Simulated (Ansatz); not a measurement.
We consider hcp Tc, described by PBE-D4 (Ansatz, a quantum-chemistry and plane-wave program, plane waves, PAW).

Settings: plane-wave cutoff 520 eV, 24×24×12 k mesh (along the axes of the cell as run), Fermi–Dirac smearing 0.05 eV, no spin polarisation, scalar-relativistic PAW data made under PBE.

The volume scan:

| V (Å³/atom) | E − E_lowest (meV/atom) | P (GPa) |
|---|---|---|
| 13.577 | 24.13 | 14.18 |
| 13.860 | 5.81 | 6.70 |
| 14.143 | 0.00 | 0.00 |
| 14.426 | 5.39 | -6.00 |
| 14.709 | 20.80 | -11.37 |

Fit the third-order Birch–Murnaghan equation and give B0 and B′.

V0 = 14.143 Å³/atom, B0 = 317 GPa, B′ = 4.5 (fit to the energies at full precision).

Shape and atoms are relaxed at each volume.

Measured, for comparison: bulk modulus 303 GPa (zero-point energy and finite temperature contributions removed; as tabulated in doi:10.1021/acs.jctc.3c00612). Computed (rounded) less measured: bulk modulus +5 %.

Note: the bulk modulus comes from volumes at which shape and atoms were relaxed.

Computed values are for the static lattice.

It cost very roughly 8 core-minutes of CPU time.
